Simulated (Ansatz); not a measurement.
`S[SiH2]Cl` → Cl• + `[SiH2]S`• at 298.15 K and 1 bar (homolysis of the Cl–Si bond).

Computed with Ansatz on PBE0-D4/def2-TZVP structures; ΔE is electronic, products minus reactants. CBS: MP2 limit from def2 TZ/QZ plus the TZ coupled-cluster correction, frozen cores. This one scheme is used for every species, atoms too. Open shells (•) are unrestricted, without spin–orbit coupling. Spin–orbit coupling would lower the free atoms: a little for Cl. Each species was taken in one conformer, which may not be the lowest.

```tsv
species	CCSD(T)/CBS energy (Eh)	H − E (kJ/mol)	S (J/(mol·K))
`S[SiH2]Cl`	-1148.50980	90.1	304.5
Cl•	-459.70966	6.2	168.3
`[SiH2]S`•	-688.62132	77.5	273.4
```

H − E and S are ideal-gas, rigid-rotor, harmonic terms from PBE0-D4/def2-TZVP, for one conformer and one mirror image of each species, with the whole ground term of open shells counted as degenerate. 1 Eh = 2625.50 kJ/mol, R = 8.31446 J/(mol·K).

By hand: ΔE, ΔH, ΔS and ΔG.

ΔE = (-459.70966) + (-688.62132) − (-1148.50980) = 0.17882 Eh = 469.5 kJ/mol. Δ(H − E) = 6.2 + 77.5 − 90.1 = -6.4, so ΔH = 463.1 kJ/mol. ΔS = 168.3 + 273.4 − 304.5 = 137.2 J/(mol·K). ΔG = 463.1 − 298.15 × (137.2)/1000 = 422.2 kJ/mol.

By hand: the equilibrium constant, and the temperature at which ΔG would vanish if ΔH and ΔS stayed fixed.

log₁₀ K = −ΔG/(RT ln 10) = -74.0. ΔG = 0 at ΔH/ΔS = 3375 K, far beyond where these terms or the molecules hold.

The number of gas molecules changes by +1, which sets the sign of ΔS. A doubt of 5 kJ/mol in ΔE shifts log₁₀ K by 0.9 here. Other conformers and mirror images would add mixing entropy, several J/(mol·K) or more a flexible species. These are equilibria of isolated gas molecules and say nothing of rates. Largest T1 diagnostic: 0.016 (customary marks: 0.02 for closed shells, 0.045 for open ones).
